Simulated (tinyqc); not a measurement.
Hueckel theory of the pi electrons, for the molecule Clc1cn[nH]c1 (SMILES; centres numbered as the heavy atoms are written), step by step. One step of it, computed by the program tinyqc.

Question. Energy, charges, bond orders. E = sum n x; q_r = z_r - P_rr; bond order p = P_rs; free valence = sqrt(3) - sum of p over the bonds of the atom.

x values: 2.438626  2.063522  1.150300  0.782795  -0.847608  -1.587635

occupations: 2.000000  2.000000  2.000000  2.000000  0.000000  0.000000

charge and bond-order matrix P, lower triangle:
```
           1Cl         2C         3C         4N        5N        6C
1Cl   1.988272
2C    0.102779   1.095353
3C   -0.059968   0.578712   0.980367
4N    0.008771  -0.130482   0.763518   1.269066
5N    0.026164  -0.198447  -0.279427   0.396914  1.702180
6C   -0.091642   0.767483   0.008491  -0.412312  0.480892  0.964761
```

Centres:
```
centre  z_r, pi electrons of the neutral centre         h
1Cl                                           2  2.000000
2C                                            1  0.000000
3C                                            1  0.000000
4N                                            1  0.500000
5N                                            2  1.500000
6C                                            1  0.000000
```

Bonds:
```
i  j         k
1  2  0.400000
2  3         1
3  4         1
4  5  0.800000
5  6  0.800000
6  2         1
```

Give: pi energy = 8 alpha + this times beta; pi charges; Bond orders and lengths from R = 1.517 - 0.180 p; free valence of the carbons; gap between the highest filled and the next level.

Answer.

pi energy = 8 alpha + this times beta = 12.870

pi charges: 1Cl 0.012, 2C -0.095, 3C 0.020, 4N -0.269, 5N 0.298, 6C 0.035

Bond orders and lengths from R = 1.517 - 0.180 p (angstrom, C-C alone):
```
bond      p      R
1-2   0.103      -
2-3   0.579  1.413
3-4   0.764      -
4-5   0.397      -
5-6   0.481      -
6-2   0.767  1.379
```

free valence of the carbons: 2C 0.283, 3C 0.390, 6C 0.484

gap between the highest filled and the next level = 1.630 |beta|
